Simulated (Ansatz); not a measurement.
**Where CCSD(T) holds and where it slips**

Each species is computed at the geometry given (Å), with frozen cores, in Ansatz 0.2.0: RHF-CCSD(T) for singlets, UHF-CCSD(T) otherwise, and full CI in the same basis. The program picks the determinant by a search with trial CCSD, so it needn't be the lowest Hartree–Fock solution. States: MgH2 triplet B2, H2Al–MgH singlet A1, AlLi singlet Σ⁺, HBBe singlet A'. Cases whose determinant has another symmetry than full CI's state, or lies over 0.5 eV above the lowest of its kind, whose (Q) step broke down or whose higher cluster runs on it stay over 0.1 eV above full CI weren't drawn.

Judging by size, spin and bonding and the diagnostics given, rank them by the size of CCSD(T)'s error in total energy against full CI in the same basis, smallest first (an estimate).
A. AlLi, singlet, aug-cc-pVTZ: Al 0.000 0.000 0.000; Li 0.000 0.000 2.635. T1 0.019, (T) -85 meV in a correlation energy of -2.40 eV
B. HBBe, singlet, cc-pVDZ: B 0.000 -0.173 0.780; Be 0.000 0.108 -1.115; H 0.000 0.887 1.603. T1 0.039, (T) -242 meV in a correlation energy of -4.47 eV
C. MgH2, triplet, aug-cc-pVTZ: Mg 0.000 0.000 -0.125; H 0.000 1.148 1.509; H 0.000 -1.148 1.509. T1 0.034, (T) -32 meV in a correlation energy of -1.49 eV
D. H2Al–MgH, singlet, 6-31G: Al 0.000 0.000 1.284; Mg 0.000 0.000 -1.456; H 0.000 1.337 2.167; H 0.000 -1.337 2.167; H 0.000 0.000 -3.597. T1 0.018, (T) -36 meV in a correlation energy of -2.34 eV

C (13.8 meV), D (21.2 meV), A (30.6 meV), B (50.7 meV).

```
          species        basis  correlated electrons  CCSD(T) − full CI (meV)  CCSDT(Q) − full CI (meV)  unpaired electrons (full CI)     T1  ⟨S²⟩ of the determinant
    MgH2, triplet  aug-cc-pVTZ                     4                     13.8                      -0.8                          2.04  0.034                     2.07
H2Al–MgH, singlet        6-31G                     8                     21.2                       1.0                          0.07  0.018                     0.00
    AlLi, singlet  aug-cc-pVTZ                     4                     30.6                       2.9                          0.31  0.019                     0.00
    HBBe, singlet      cc-pVDZ                     6                     50.7                       1.8                          0.88  0.039                     0.00
```

Unpaired electrons are Σ n²(2−n)² over natural occupations; an open shell counts its own unpaired electrons too. Frozen cores follow each run's orbitals, which moves totals by a few meV. No single determinant describes HBBe, singlet well, by full CI's occupations. RHF is unstable for AlLi, singlet in aug-cc-pVTZ: UHF reaches ⟨S²⟩ = 0.95. RHF is unstable for HBBe, singlet in cc-pVDZ: UHF reaches ⟨S²⟩ = 0.96.
